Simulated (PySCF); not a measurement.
Calculated NMR parameters of CC=C=CC#N

- Formula: C5H5N
- SMILES: CC=C=CC#N
- Point group of the computed structure: C1
- Degrees of unsaturation: 4
- Carbon signals: 5
- Proton signals: 3

Molfile (atoms numbered from 1):
```
C5H5N
     RDKit          3D

 11 10  0  0  0  0  0  0  0  0999 V2000
   -1.8817    0.1508    0.3412 C   0  0  0  0  0  0  0  0  0  0  0  0
   -0.7697   -0.5556   -0.3726 C   0  0  0  0  0  0  0  0  0  0  0  0
    0.4853   -0.4261   -0.0908 C   0  0  0  0  0  0  0  0  0  0  0  0
    1.7532   -0.2697    0.1896 C   0  0  0  0  0  0  0  0  0  0  0  0
    2.5363    0.7226   -0.4350 C   0  0  0  0  0  0  0  0  0  0  0  0
    3.1852    1.5266   -0.9321 N   0  0  0  0  0  0  0  0  0  0  0  0
   -2.5596   -0.5781    0.7840 H   0  0  0  0  0  0  0  0  0  0  0  0
   -2.4490    0.7516   -0.3685 H   0  0  0  0  0  0  0  0  0  0  0  0
   -1.4940    0.7981    1.1234 H   0  0  0  0  0  0  0  0  0  0  0  0
   -1.0683   -1.2213   -1.1736 H   0  0  0  0  0  0  0  0  0  0  0  0
    2.2677   -0.8963    0.9084 H   0  0  0  0  0  0  0  0  0  0  0  0
  1  2  1  0
  2  3  2  0
  3  4  2  0
  4  5  1  0
  5  6  3  0
  1  7  1  0
  1  8  1  0
  1  9  1  0
  2 10  1  0
  4 11  1  0
M  END
```

Isolated molecule, equivalent nuclei averaged, one computed conformer, no relativistic terms. Coordinates at the GFN2-xTB level; couplings computed with B3LYP/pcJ-1 (spin–dipole term only in couplings to heteroatoms); PBE0/pcSseg-1 with gauge-including orbitals; PySCF 2.14.0 with density-fitted response routines.

Chemical shifts δ = σref − σ; 1H, 13C against TMS; NH3 for 15N, all at this level.

```tsv
carbon	δC, type	δH (multiplicity, J in Hz)	HMBC from (abs. J ≥ 3 Hz)	span of the C tensor (ppm)
C1	16.8, CH3	1.95 (dd, 8.5, 4.3)	–	21
C2	98.1, CH	5.91 (quint, 8.4)	H11, H7/H8/H9	164
C3	230.7, C	–	H11, H7/H8/H9	76
C4	71.3, CH	5.22 (dq, 8.4, 4.3)	H10	123
C5	117.4, C	–	H11	337
```

Other nuclei:
```tsv
atoms	nucleus	environment	δ (ppm)	σ (ppm)
N6	15N	nitrile nitrogen	320.1	-52.4
```

Selected couplings (Hz, signed; the shortest-range and largest first, 30 at most; isotopes 13C, 1H, 15N): 1J(C4,H11) 184.3, 1J(C2,H10) 170.7, 1J(C1,H7) 136.9, 1J(C3,C4) 117.9, 1J(C2,C3) 116.7, 1J(C4,C5) 98.4, 1J(C1,C2) 44.5, 1J(C5,N6) -22.1, 2J(C2,C4) 9.8, 2J(C4,N6) 3.3, 2J(C3,C5) -2.0, 3J(H7,H10) 8.5, 3J(C2,C5) 5.7, 3J(C1,C4) 3.9, 3J(N6,H11) -1.6, 3J(C3,N6) -1.4, 4J(H10,H11) -8.4, 4J(C1,C5) -3.6.

Carbon types of the structure: 2 × C, 2 × CH, 1 × CH3, which accounts for all hydrogens. δC 230.7: central carbon of an allene; the central sp carbon of an allene is among the most deshielded carbons of hydrocarbons. δC 117.4: nitrile carbon; C≡N carbons fall here, among the sp2 signals but without a proton. δC 98.1, 71.3: terminal carbon of a cumulated C=C=C unit. δC 16.8: allylic methyl carbon; a saturated carbon with 1 carbon neighbour and no heteroatom attached. δH 1.95: hydrogen on an allylic methyl carbon; allylic position. The protons at 1.95 and 5.91 share a coupling of 8.5 Hz (vicinal).

Splittings below 1 Hz are ignored in the labels, and close J values are merged. Unscaled 3J(H,H) at this level run about 10 % above measured values. Shifts are as computed. Against solution values, carbons near 30 ppm lie about +3 ppm off and those near 130 ppm about +5 ppm. Of 1211 compounds with measured shifts, 218 miss one by over three times the rms of a fit or turn the order of signals round; such compounds aren't used in these exercises. Experimental scales use liquid or dissolved standards, which lie at an offset from isolated NH3 (liquid NH3: subtract about 20 ppm). Unscaled 15N shifts of sp2 nitrogen come out 20 to 40 ppm too high even then.
